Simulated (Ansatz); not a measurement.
# H4OSSi: small, medium and large basis sets

One table from this session's results is given with a row withheld; the runs are named, their logs left out.

Program: Ansatz 0.2.0, Gaussian basis. Level of theory: one geometry, several basis sets. These are calculated values, not measurements.

The runs, in order: PBE0-D4/def2-SVP; ωB97M-V/def2-SVP; PBE0-D4/def2-QZVPP; ωB97M-V/def2-QZVPP; the functionals' def2-TZVPP values are taken from earlier runs.

### The geometry

The geometry comes from an earlier relaxation with PBE0-D4 in a triple-zeta def2 set; it is a stationary point, not always the lowest conformer.

SMILES `O[SiH2]S`, 7 atoms, charge 0, spin multiplicity 1.

Atoms are counted from 1 here; the program's logs count them from 0.

Bond lengths: O1–Si2 1.642 Å, O1–H4 0.959 Å, Si2–S3 2.133 Å, Si2–H5 1.484 Å, Si2–H6 1.478 Å, S3–H7 1.344 Å. Angles: Si2–O1–H4 117.2°, O1–Si2–S3 113.5°, O1–Si2–H5 112.6°, O1–Si2–H6 104.5°, S3–Si2–H5 103.0°, S3–Si2–H6 111.7°, H5–Si2–H6 111.9°, Si2–S3–H7 94.6°.

Set-up of the first run:

in.yaml reads:

```yaml
crystal:
  periodic: [false, false, false]
  atoms:
    - {symbol: O, position_ang: [-1.434573, -0.381955, 0.184855]}
    - {symbol: Si, position_ang: [-0.047545, 0.496498, 0.172960]}
    - {symbol: S, position_ang: [1.565255, -0.475672, -0.828761]}
    - {symbol: H, position_ang: [-1.745321, -0.722394, -0.656092]}
    - {symbol: H, position_ang: [-0.184935, 1.770495, -0.576251]}
    - {symbol: H, position_ang: [0.257218, 0.727894, 1.600361]}
    - {symbol: H, position_ang: [1.651104, -1.482966, 0.057228]}
basis:
  gaussian: {orbitals: def2-SVP}
hamiltonian: {xc: pbe0, dispersion: d4}
output: {orbitals: {seedname: orbitals}}
```

The run is started by

```console
$ ansatz run in.yaml --threads 2 --pin off --events-out ev --progress --plain --max-ram 4352MiB
```

Steps of the session up to this table: PBE0-D4 in def2-SVP; ωB97M-V in def2-SVP; PBE0-D4 in def2-QZVPP; ωB97M-V in def2-QZVPP.

One of the session's tables, all rows but one given; the rest of the session is left out.

It belongs to the step «Density functionals: the series». 

```
functional       basis  HOMO (eV)  LUMO (eV)
   PBE0-D4    def2-SVP      -7.56       0.89
   PBE0-D4  def2-TZVPP          ?          ?
   PBE0-D4  def2-QZVPP      -7.74      -0.02
   ωB97M-V    def2-SVP      -9.73       2.76
   ωB97M-V  def2-TZVPP      -9.91       1.89
   ωB97M-V  def2-QZVPP      -9.95       1.38
```

Q: Estimate the row for PBE0-D4, def2-TZVPP from the others.

**Answer.** HOMO (eV): -7.70; LUMO (eV): 0.26. In the column «HOMO (eV)» it lies between PBE0-D4, def2-QZVPP (-7.74) and PBE0-D4, def2-SVP (-7.56).
